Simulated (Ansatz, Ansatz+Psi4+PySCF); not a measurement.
| atom | x (Å) | y (Å) | z (Å) |
| --- | --- | --- | --- |
| C | 0.0000 | 0.0000 | 0.5029 |
| F | 0.0000 | 1.1097 | -0.2906 |
| F | 0.0000 | -1.1097 | -0.2906 |
| H | -0.9084 | 0.0000 | 1.1067 |
| H | 0.9084 | 0.0000 | 1.1067 |

Basis set: cc-pVTZ (spherical functions). Frozen core: 3 orbitals. Charge 0, multiplicity 1.

Computed with Ansatz (development build ahead of 0.2.0); each method stands on the lowest determinant of its kind that the runs found. Restricted open shells among the atoms or ions are ROHF, correlated in semicanonical orbitals with singles.

The atomization energy at this shape (free ground-state atoms in the same class of orbitals less the molecule, no zero-point energy) of singlet CH₂F₂:

```
     method  atomization energy
RHF-CCSD(T)            18.45 eV
```

Task: What does RHF-MP2 give?

Result: 19.00 eV.
